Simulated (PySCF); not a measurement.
Unknown compound

The spectra below were simulated for a compound C₃H₅NO.

¹H NMR (400 MHz, computed): δ 3.94 (s, 2H), 3.39 (s, 3H).

¹³C{¹H} NMR (computed): δ 120.5 (C), 58.3 (CH3), 58.1 (CH2).

- B3LYP/pcJ-1 coupling constants (spin–dipole term only in couplings to heteroatoms)
- σ from GIAO-PBE0/pcSseg-1
- coordinates at the PBE0-D3(BJ)/def2-SVP level
- run in PySCF 2.14
- fast rotation and ring inversion assumed for equivalent nuclei, one computed conformer, in vacuum, non-relativistic Hamiltonian

Chemical shifts δ = σref − σ; ¹H, ¹³C vs TMS, all at this level.

Question: Which candidate is it?
A. C=NC(C)=O
B. C/N=C/C=O
C. [H]/N=C\[C@H]1CO1
D. COCC#N

Answer: D. 

Rings plus π bonds: 2 (no ring in the answer). 3 carbon signals for 3 carbons: no two carbons are equivalent. Carbon types of the structure: 1 × C, 1 × CH2, 1 × CH3, which accounts for all hydrogens. δC 120.5: nitrile carbon; this is the usual window of a C≡N carbon, which has no attached hydrogen. δC 58.3: methyl carbon bonded to O; pulled downfield by the heteroatom. δC 58.1: sp3 CH2 bonded to O, α to a nitrile; deshielded by the electronegative neighbour. δH 3.94: hydrogen on an sp3 CH2 bonded to O, α to a nitrile; its carbon carries O, an electronegative neighbour. δH 3.39: hydrogen on a methyl carbon bonded to O; its carbon carries O, an electronegative neighbour.

The others: C/N=C/C=O would give 3 signals for carbon-bound and other non-exchanging H, not 2; [H]/N=C\[C@H]1CO1 would give 4 signals for carbon-bound and other non-exchanging H, not 2; C=NC(C)=O would give 3 signals for carbon-bound and other non-exchanging H, not 2.

Shifts are as computed. Against solution values, carbons near 30 ppm lie about +2 ppm off and those near 130 ppm about +5 ppm. Of 1211 compounds with measured shifts, 218 miss one by over three times the rms of a fit or turn the order of signals round; such compounds aren't used in these exercises.
